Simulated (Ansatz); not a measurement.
**doublet C3H5: levels of theory in one basis**

```xyz
8

C     0.0000    0.0000    0.4410
C     0.0000    1.2309   -0.2058
C     0.0000   -1.2309   -0.2058
H     0.0000    0.0000    1.5190
H     0.0000    2.1528    0.3453
H     0.0000   -2.1528    0.3453
H     0.0000    1.2962   -1.2795
H     0.0000   -1.2962   -1.2795
```

Basis set: cc-pVTZ (spherical functions). Left uncorrelated: 3 orbitals. Correlation on ROHF uses semicanonical orbitals with singles. Charge 0, multiplicity 2.

Computed with Ansatz (development build ahead of 0.2.0); the reference of a correlated method needn't be the lowest determinant of its kind.

```csv
method,E − E(ROHF) (eV),<S²> of the determinant
ROHF,0.00,0.75
UHF,-0.67,0.96
ROHF-MP2,-13.38,–
UHF-MP2,-13.07,0.96
ROHF-CCSD,-14.23,–
```

(1) What does ROHF-CCSD(T) give on the same scale?

(2) Is a single determinant a sound starting point here?

Results:

(1) -14.84 eV.

(2) Only with care. Unrestricted orbitals gain 0.67 eV and <S²> is 0.96 against 0.75 for a pure state, a contamination that matters most for the unrestricted series.

Caution for ROHF, ROHF-MP2, ROHF-CCSD, ROHF-CCSD(T): an unrestricted determinant lies well below. Caution for ROHF, ROHF-MP2: the determinant breaks the point group. Caution for UHF, UHF-MP2: the unrestricted determinant is spin contaminated. Caution for ROHF-CCSD, ROHF-CCSD(T): the determinant is a saddle point.
